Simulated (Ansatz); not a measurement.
HSi–GeH$_{3}$, singlet: reading a ladder of total energies

Geometry: displaced at random from a stationary point.

| atom | x (Å) | y (Å) | z (Å) |
| --- | --- | --- | --- |
| Si | 0.0013 | -0.0819 | 1.7787 |
| Ge | 0.0010 | 0.0082 | -0.6597 |
| H | 0.0511 | 1.4870 | 1.7599 |
| H | -0.0852 | -1.3695 | -1.3684 |
| H | 1.1738 | 0.7555 | -1.2086 |
| H | -1.2448 | 0.8162 | -1.1988 |

Basis cc-pVDZ; Ansatz 0.2.0. Only valence electrons are correlated (noble-gas cores and the filled d shells of p-block atoms frozen), which leaves 12 electrons in 46 orbitals. R marks a restricted (for open shells ROHF) determinant. No spin–orbit coupling is included, and no scalar relativity.

Full CI isn't at hand for all of this; RCCSDT(Q) serves as the reference, and is uncertain by about the last step of the cluster series.

Runs differ by some tens of microhartree through their thresholds, so steps under 0.03 kcal/mol mean nothing.

```
    level  total energy (hartree)
      RHF            -2366.519221
     RMP2            -2366.702104
    RCCSD            -2366.749884
 RCCSD(T)            -2366.755855
   RCCSDT            -2366.757083
RCCSDT(Q)            -2366.757385
```

**Question.** What is the correlation energy at RCCSDT(Q), and what share of it do RMP2 and RCCSD recover?

**Answer.** E(corr) = -2366.757385 − (-2366.519221) = -0.238164 hartree = -6.481 eV. RMP2: -0.182883 / -0.238164 = 76.79 %. RCCSD: -0.230663 / -0.238164 = 96.85 %.

**Question.** By how many kcal/mol does RCCSD(T) miss RCCSDT(Q) (1 hartree = 627.509 kcal/mol), and which steps make up the rest?

**Answer.** -2366.755855 − (-2366.757385) = 0.001530 hartree = 0.96 kcal/mol. Steps: RCCSDT − RCCSD(T) = -0.77, RCCSDT(Q) − RCCSDT = -0.19 kcal/mol. Differences between like states or geometries often cancel part of this.
